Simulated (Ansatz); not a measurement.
**CHOSi (quartet): wave-function methods side by side, def2-QZVPP**

One table from this session's results is given with a row withheld; the runs are named, their logs left out.

The runs use Ansatz 0.2.0, Gaussian basis; def2-QZVPP, core rule «outside noble gas», up to 7 orbitals frozen.

The runs, in order: UHF; ROHF; CCSD(T) on UHF.

## The geometry

The geometry is a PBE0/def2-TZVP stationary point (not a proven minimum).

4 atoms, charge 0, spin multiplicity 4.

Atoms are counted from 1 here; the program's logs count them from 0.

Bond lengths: C1–O2 1.286 Å, C1–H4 1.089 Å, O2–Si3 1.707 Å. Angles: O2–C1–H4 123.9°, C1–O2–Si3 134.6°.

Geometry (Å):

```xyz
4

C     0.0000   -0.3103    1.6466
O     0.0000    0.3518    0.5441
Si    0.0000   -0.0732   -1.1086
H     0.0000    0.1527    2.6323
```

The first run:

in.yaml

```yaml
crystal:
  periodic: [false, false, false]
  atoms:
    - {symbol: C, position_ang: [0.000000, -0.310298, 1.646633]}
    - {symbol: O, position_ang: [0.000000, 0.351816, 0.544141]}
    - {symbol: Si, position_ang: [0.000000, -0.073198, -1.108628]}
    - {symbol: H, position_ang: [0.000000, 0.152652, 2.632314]}
basis:
  gaussian: {orbitals: "def2-QZVPP.json"}
magnetization: {spin_polarized: true, initial_magnetization: 3}
hamiltonian: {xc: hf}
output: {orbitals: {seedname: orbitals}}
```

The run is started by

```console
ansatz run in.yaml --threads 1 --pin off --events-out ev --progress --plain --max-ram 2393MiB
```

Among the steps run: UHF; ROHF; CCSD(T) on UHF.

One table of the session follows, with a row left open; its other results are not shown here.

It belongs to the step «Misses and costs». 

```
  method  from UCCSD(T) (kcal/mol)
    ROHF                   +314.33
     UHF                         ?
    UMP2                    +27.77
   UCCSD                    +13.37
UCCSD(T)                         0
```

**Question.** Estimate the row for UHF.

The run gave: from UCCSD(T) (kcal/mol): +307.52. In the column «from UCCSD(T) (kcal/mol)» it lies between UMP2 (+27.77) and ROHF (+314.33).
